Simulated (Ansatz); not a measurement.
A run of Ansatz (development build ahead of 0.2.0) on singlet C₄H₁₀ at this shape:

```xyz
14

H     0.0000    0.0000    1.1000
C     0.0000    0.0000    0.0000
C     1.4560    0.0000   -0.4701
C    -0.7280    1.2609   -0.4701
C    -0.7280   -1.2609   -0.4701
H     1.4865    0.0000   -1.5597
H     1.9601    0.8898   -0.0931
H     1.9601   -0.8898   -0.0931
H    -0.7432    1.2873   -1.5597
H    -1.7507    1.2526   -0.0931
H    -0.2094    2.1424   -0.0931
H    -0.7432   -1.2873   -1.5597
H    -0.2094   -2.1424   -0.0931
H    -1.7507   -1.2526   -0.0931
```

Its results:

* Converged: yes
* Reference energy: -157.18841 hartree
* Correlation energy: -0.59026 hartree
* Total energy: -157.77868 hartree
* Spin squared of the determinant: 0.000

(1) Which input gives this output? Name the method, the orbitals and the basis set, and write the input.

Answers

(1) RHF-MP2 in def2-SVP. An unrestricted run that stays on the closed shell gives the same numbers.

```yaml
crystal:
  periodic: [false, false, false]
  atoms:
    - { symbol: H, position_ang: [0.0, 0.0, 1.1] }
    - { symbol: C, position_ang: [0.0, 0.0, 0.0] }
    - { symbol: C, position_ang: [1.45598, 0.0, -0.47014] }
    - { symbol: C, position_ang: [-0.72799, 1.26091, -0.47014] }
    - { symbol: C, position_ang: [-0.72799, -1.26091, -0.47014] }
    - { symbol: H, position_ang: [1.4865, 0.0, -1.55971] }
    - { symbol: H, position_ang: [1.96009, 0.88982, -0.09306] }
    - { symbol: H, position_ang: [1.96009, -0.88982, -0.09306] }
    - { symbol: H, position_ang: [-0.74325, 1.28735, -1.55971] }
    - { symbol: H, position_ang: [-1.75065, 1.25257, -0.09306] }
    - { symbol: H, position_ang: [-0.20943, 2.1424, -0.09306] }
    - { symbol: H, position_ang: [-0.74325, -1.28735, -1.55971] }
    - { symbol: H, position_ang: [-0.20943, -2.1424, -0.09306] }
    - { symbol: H, position_ang: [-1.75065, -1.25257, -0.09306] }
basis:
  gaussian: { orbitals: def2-SVP }
hamiltonian:
  xc: hf
correlation:
  method: mp2
  frozen_orbitals: { C: 1, H: 0 }
```
